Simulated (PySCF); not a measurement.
Boron: a sound run and one with changed settings

Sound run: B [He] 2s2 2p1, B⁺ [He] 2s2. All numbers are calculated (PySCF 2.14, the non-relativistic Hamiltonian (point nucleus), in 6-31G*). In the sound run the correlated levels freeze 1s2. The sound run starts from symmetry-adapted Hartree-Fock orbitals and uses a fine grid where one is needed.

Changed run: all electrons correlated in a basis built for the valence shell.

| species | method | sound run (hartree) | changed run (hartree) | converged |
| --- | --- | --- | --- | --- |
| B | MP2 | -24.55803 | -24.55956 | yes |
| B | CCSD(T) | -24.57908 | -24.58044 | yes |
| B⁺ | MP2 | -24.26739 | -24.26880 | yes |
| B⁺ | CCSD(T) | -24.29278 | -24.29387 | yes |

Ionisation energy of B:

```tsv
method	sound run (eV)	changed run (eV)
UHF	7.835	7.835
MP2	7.909	7.912
SCS-MP2	7.870	7.871
CCSD	7.770	7.778
CCSD(T)	7.791	7.798
```

A valence basis has no tight correlating functions, so it recovers only part of the core correlation, and not evenly between atom and ion.

For comparison, NIST gives 8.298 eV between the lowest levels.
